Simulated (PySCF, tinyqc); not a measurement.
Inside a calculation. Method: G0W0 on RHF in the sto-6g basis, for CH2, spin multiplicity 1. The lowest restricted solution is unstable here: a spin-polarised one lies 0.0357 hartree lower (PySCF). One step of it, computed by the program tinyqc.

Problem. Iteration 1: building the Fock matrix. J_ij = sum D_kl (ij|kl), K_ij = sum D_kl (ik|jl); F = H + J - 0.5 K; E = tr D H + tr D J / 2 - 0.25 tr D K + E_nn.

D at the start, lower triangle:
```
            1C 1s      1C 2s    1C 2px     1C 2py    1C 2pz     2H 1s     3H 1s
1C 1s    2.063801
1C 2s   -0.214531   0.970969
1C 2px   0.000000   0.000000  0.000000
1C 2py   0.005723  -0.031171  0.000000   1.034938
1C 2pz   0.144050  -0.521110  0.000000  -0.009622  1.768128
2H 1s   -0.173214   0.363538  0.000000   0.419658  0.130858  0.397221
3H 1s   -0.160958   0.349596  0.000000  -0.437397  0.126650  0.026244  0.367437
```

core Hamiltonian H = T + V (hartree), lower triangle:
```
             1C 1s      1C 2s     1C 2px     1C 2py     1C 2pz      2H 1s      3H 1s
1C 1s   -18.939071
1C 2s    -4.354379  -5.634780
1C 2px    0.000000   0.000000  -4.558378
1C 2py   -0.002030  -0.013382   0.000000  -4.740090
1C 2pz   -0.021535  -0.204559   0.000000  -0.007246  -4.644744
2H 1s    -1.349836  -2.719650   0.000000  -1.769359  -1.276930  -3.784476
3H 1s    -1.153833  -2.466653   0.000000   1.655468  -1.195382  -0.873090  -3.614024
```

Two-electron integrals (ij|kl) in chemists' order, unique and non-zero (hartree):
```
(11|11) 3.543743    (21|11) 0.529462    (21|21) 0.100317    (22|11) 0.853596
(22|21) 0.199930    (22|22) 0.624844    (31|31) 0.021271    (32|31) 0.031868
(32|32) 0.138108    (33|11) 0.853598    (33|21) 0.199930    (33|22) 0.624843
(33|33) 0.673218    (41|41) 0.021271    (42|41) 0.031868    (42|42) 0.138108
(43|43) 0.036281    (44|11) 0.853598    (44|21) 0.199930    (44|22) 0.624843
(44|33) 0.600655    (44|44) 0.673218    (51|51) 0.021271    (52|51) 0.031868
(52|52) 0.138108    (53|53) 0.036281    (54|54) 0.036281    (55|11) 0.853598
(55|21) 0.199930    (55|22) 0.624843    (55|33) 0.600655    (55|44) 0.600655
(55|55) 0.673218    (61|11) 0.172314    (61|21) 0.031379    (61|22) 0.061357
(61|33) 0.061124    (61|41) 0.001684    (61|42) 0.003230    (61|44) 0.061599
(61|51) 0.001161    (61|52) 0.002227    (61|54) 0.000328    (61|55) 0.061349
(61|61) 0.010095    (62|11) 0.366990    (62|21) 0.086985    (62|22) 0.294007
(62|33) 0.287499    (62|41) 0.007223    (62|42) 0.045768    (62|44) 0.300730
(62|51) 0.004981    (62|52) 0.031560    (62|54) 0.009124    (62|55) 0.293790
(62|61) 0.027959    (62|62) 0.174264    (63|31) 0.009906    (63|32) 0.048918
(63|43) 0.009214    (63|53) 0.006354    (63|63) 0.022845    (64|11) 0.244392
(64|21) 0.058805    (64|22) 0.210550    (64|33) 0.199920    (64|41) 0.014199
(64|42) 0.079561    (64|44) 0.227473    (64|51) 0.002961    (64|52) 0.021131
(64|54) 0.012646    (64|55) 0.204259    (64|61) 0.019940    (64|62) 0.148583
(64|64) 0.147268    (65|11) 0.168527    (65|21) 0.040550    (65|22) 0.145190
(65|33) 0.137859    (65|41) 0.002961    (65|42) 0.021131    (65|44) 0.144151
(65|51) 0.011948    (65|52) 0.063489    (65|54) 0.013553    (65|55) 0.153559
(65|61) 0.013750    (65|62) 0.102459    (65|64) 0.085799    (65|65) 0.082010
(66|11) 0.500768    (66|21) 0.120999    (66|22) 0.459236    (66|33) 0.434944
(66|41) 0.013695    (66|42) 0.111559    (66|44) 0.484334    (66|51) 0.009443
(66|52) 0.076928    (66|54) 0.034058    (66|55) 0.458430    (66|61) 0.039742
(66|62) 0.332000    (66|64) 0.314322    (66|65) 0.216748    (66|66) 0.774999
(71|11) 0.147009    (71|21) 0.026790    (71|22) 0.052448    (71|33) 0.052248
(71|41) -0.001443   (71|42) -0.002779   (71|44) 0.052653    (71|51) 0.000994
(71|52) 0.001915    (71|54) -0.000279   (71|55) 0.052441    (71|61) 0.008367
(71|62) 0.022456    (71|64) 0.014329    (71|65) 0.011039    (71|66) 0.031022
(71|71) 0.007358    (72|11) 0.330213    (72|21) 0.078372    (72|22) 0.267114
(72|33) 0.260992    (72|41) -0.006542   (72|42) -0.042473   (72|44) 0.273444
(72|51) 0.004509    (72|52) 0.029274    (72|54) -0.008582   (72|55) 0.266907
(72|61) 0.023667    (72|62) 0.119652    (72|64) 0.071728    (72|65) 0.068802
(72|66) 0.183662    (72|71) 0.021553    (72|72) 0.146987    (73|31) 0.008682
(73|32) 0.043579    (73|43) -0.008429   (73|53) 0.005809    (73|63) 0.014604
(73|73) 0.018631    (74|11) -0.226519   (74|21) -0.054549   (74|22) -0.196923
(74|33) -0.187024   (74|41) 0.012642    (74|42) 0.072627    (74|44) -0.212585
(74|51) -0.002729   (74|52) -0.020021   (74|54) 0.011808    (74|55) -0.191159
(74|61) -0.015605   (74|62) -0.074847   (74|64) -0.031463   (74|65) -0.042025
(74|66) -0.103882   (74|71) -0.015779   (74|72) -0.128843   (74|74) 0.129507
(75|11) 0.156125    (75|21) 0.037597    (75|22) 0.135726    (75|33) 0.128904
(75|41) -0.002729   (75|42) -0.020021   (75|44) 0.134902    (75|51) 0.010563
(75|52) 0.057378    (75|54) -0.012563   (75|55) 0.143372    (75|61) 0.011937
(75|62) 0.070156    (75|64) 0.041199    (75|65) 0.054067    (75|66) 0.115033
(75|71) 0.010875    (75|72) 0.088803    (75|74) -0.076419   (75|75) 0.071302
(76|11) 0.108436    (76|21) 0.025810    (76|22) 0.090867    (76|33) 0.088392
(76|41) -0.000051   (76|42) -0.000487   (76|44) 0.090842    (76|51) 0.002442
(76|52) 0.016685    (76|54) -0.000143   (76|55) 0.093367    (76|61) 0.008112
(76|62) 0.049434    (76|64) 0.036007    (76|65) 0.032025    (76|66) 0.089078
(76|71) 0.006948    (76|72) 0.045909    (76|74) -0.034893   (76|75) 0.030378
(76|76) 0.017100    (77|11) 0.472639    (77|21) 0.114373    (77|22) 0.440119
(77|33) 0.416784    (77|41) -0.012514   (77|42) -0.106471   (77|44) 0.464244
(77|51) 0.008625    (77|52) 0.073383    (77|54) -0.032711   (77|55) 0.439329
(77|61) 0.034326    (77|62) 0.194154    (77|64) 0.105170    (77|65) 0.119162
(77|66) 0.300581    (77|71) 0.032079    (77|72) 0.301045    (77|74) -0.292291
(77|75) 0.201457    (77|76) 0.089078    (77|77) 0.774999
```

nuclear repulsion = 6.30167647 hartree

Give: Coulomb J; exchange K; Fock matrix F; total energy of this density.

Solution.

Coulomb J (hartree), lower triangle:
```
         1C 1s  1C 2s  1C 2px  1C 2py  1C 2pz  2H 1s  3H 1s
1C 1s   11.564
1C 2s    2.111  5.167
1C 2px   0.000  0.000   5.050
1C 2py   0.001  0.004   0.000   5.229
1C 2pz  -0.003  0.032   0.000   0.002   5.220
2H 1s    0.668  2.436   0.000   1.750   1.218  3.864
3H 1s    0.571  2.210   0.000  -1.632   1.136  0.752  3.709
```

exchange K (hartree), lower triangle:
```
        1C 1s   1C 2s  1C 2px  1C 2py  1C 2pz  2H 1s  3H 1s
1C 1s   7.188
1C 2s   1.175   1.681
1C 2px  0.000   0.000   0.361
1C 2py  0.000   0.006   0.000   1.512
1C 2pz  0.010  -0.067   0.000   0.005   1.631
2H 1s   0.386   0.956   0.000   0.701   0.450  1.237
3H 1s   0.330   0.882   0.000  -0.671   0.425  0.328  1.141
```

Fock matrix F (hartree), lower triangle:
```
          1C 1s   1C 2s  1C 2px  1C 2py  1C 2pz   2H 1s   3H 1s
1C 1s   -10.969
1C 2s    -2.831  -1.309
1C 2px    0.000   0.000   0.312
1C 2py   -0.001  -0.012   0.000  -0.267
1C 2pz   -0.030  -0.139   0.000  -0.008  -0.240
2H 1s    -0.875  -0.762   0.000  -0.370  -0.284  -0.539
3H 1s    -0.748  -0.698   0.000   0.358  -0.272  -0.285  -0.476
```

total energy of this density = -38.61727 hartree
